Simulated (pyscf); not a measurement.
This saddle point was located with ωB97X-D3(BJ)/def2-SVP in PySCF.

```
B
Cl 1 1.7609
Cl 1 1.7610 2 121.73
Cl 1 1.8729 2 114.55 3 145.09
H 4 1.4234 1 121.41 2 -73.85
```
Charge 0, spin multiplicity 2.

Surface: doublet, charge 0. Lowest wavenumbers (cm⁻¹): 730i, 206, 211, 319, 344.

### Question
What reaction is this the transition state of?

### Answer
`[Cl][B]([Cl])[Cl]` + `[H]` [doublet] ⇌ `[ClH]` + `[Cl][B][Cl]` [doublet], an atom transfer read from left to right: B–Cl broken and Cl–H formed. At CCSD(T)/def2-TZVPP + ΔMP2(QZVPP) it lies +23.6 kcal/mol from the left side and +11.1 kcal/mol from the right (each side as separated species at their lowest minima found). This is the saddle that the search found; another between the same sides may lie lower. The angle at the transferred Cl is 121°: a side-on saddle, likely not the lowest. The CCSD(T) − MP2 part came from Ansatz, without density fitting, on the same reference.
